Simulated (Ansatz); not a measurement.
Barium, bcc: convergence with the plane-wave cutoff

Computed with Ansatz, PBE, scalar-relativistic PAW, on the relaxed cell (a = 5.025 Å; spin not included). Errors count from a run at 420 eV on a Γ-centred 15×15×15 mesh with Fermi-Dirac smearing of 0.1 eV, extrapolated to zero width. Fixed here: mesh 9×9×9, Fermi-Dirac width 0.1 eV. The pressure holds a Pulay correction and is unreliable far below the recommended cutoff. The SCF starts from atomic densities corrected by a trained network.

```json
{"cutoff (eV)": "150", "E(σ→0) error (meV/atom)": "2016.8", "P (GPa)": "0.32", "SCF iterations": "6"}
{"cutoff (eV)": "200", "E(σ→0) error (meV/atom)": "493.5", "P (GPa)": "0.03", "SCF iterations": "6"}
{"cutoff (eV)": "250", "E(σ→0) error (meV/atom)": "89.1", "P (GPa)": "0.02", "SCF iterations": "6"}
{"cutoff (eV)": "300", "E(σ→0) error (meV/atom)": "11.7", "P (GPa)": "0.01", "SCF iterations": "6"}
{"cutoff (eV)": "350", "E(σ→0) error (meV/atom)": "1.3", "P (GPa)": "0.00", "SCF iterations": "6"}
{"cutoff (eV)": "420", "E(σ→0) error (meV/atom)": "0.6", "P (GPa)": "0.00", "SCF iterations": "6"}
{"cutoff (eV)": "500", "E(σ→0) error (meV/atom)": "0.4", "P (GPa)": "0.00", "SCF iterations": "6"}
{"cutoff (eV)": "600", "E(σ→0) error (meV/atom)": "0.4", "P (GPa)": "0.00", "SCF iterations": "6"}
{"cutoff (eV)": "800", "E(σ→0) error (meV/atom)": "0.4", "P (GPa)": "0.00", "SCF iterations": "6"}
```

Within 5 meV/atom of the last row: from 350 eV on.
